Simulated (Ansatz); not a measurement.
Input for Ansatz (development build ahead of 0.2.0):

```yaml
crystal:
  periodic: [false, false, false]
  atoms:
    - { symbol: O, position_ang: [-0.05346, -0.14312, -0.09475] }
    - { symbol: H, position_ang: [0.69671, -0.02678, -0.66985] }
    - { symbol: O, position_ang: [3.0468, 0.19093, 0.12135] }
    - { symbol: H, position_ang: [3.13365, -0.4573, -0.55587] }
    - { symbol: H, position_ang: [2.63816, -0.27473, 0.80344] }
basis:
  gaussian: { orbitals: def2-SVP }
magnetization:
  spin_polarized: true
  initial_magnetization: 1
hamiltonian:
  xc: hf
correlation:
  method: mp2
  frozen_orbitals: { H: 0, O: 1 }
output:
  forces: true
```

The input is written out in the form of the current development build from the run's settings.

Results

| Quantity | Value |
| --- | --- |
| Converged | yes |
| Reference energy | -151.29027 hartree |
| Correlation energy | -0.34955 hartree |
| Total energy | -151.63982 hartree |
| Spin squared of the determinant | 0.755 |
| Stability test | minimum |

Forces (eV/Å):
```
atom      Fx      Fy      Fz
  O1  -0.857  -0.220   0.647
  H2   0.952   0.288  -0.569
  O3   0.815   2.072  -1.221
  H4   0.279  -0.864  -0.871
  H5  -1.189  -1.276   2.014
```
